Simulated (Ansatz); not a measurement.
Wavefunction ladder for C3H5NO2 (`C=C(O)C(=N)O`)

```xyz
11

C     0.756    1.511   -0.093
C     0.503    0.237   -0.379
O     1.210   -0.422   -1.321
C    -0.563   -0.549    0.303
N    -1.345   -0.221    1.235
O    -0.635   -1.795   -0.216
H     0.188    2.041    0.657
H     1.540    2.043   -0.614
H     0.867   -1.321   -1.384
H    -1.192    0.732    1.544
H    -1.332   -2.257    0.268
```

The species carries charge 0 and has multiplicity 1. The structure was optimised at the PBE0-D4/def2-TZVP level. It is one conformer, not always the lowest. Frozen core, restricted reference, Ansatz 0.2.0. CBS rows extrapolate triple and quadruple zeta; past MP2 they add the triple-zeta difference.

```tsv
basis	HF (Eh)	MP2 corr.	CCSD corr.	(T)	CCSD(T) total
def2-SVP	-320.41507	-0.92388	-0.95992	-0.03213	-321.40712
def2-TZVPP	-320.79671	-1.15304	-1.17350	-0.05263	-322.02284
def2-QZVPP	-320.81115	-1.23709	–	–	–
CBS(def2)	-320.81313	-1.29934	-1.31980	as TZ	-322.18556
```
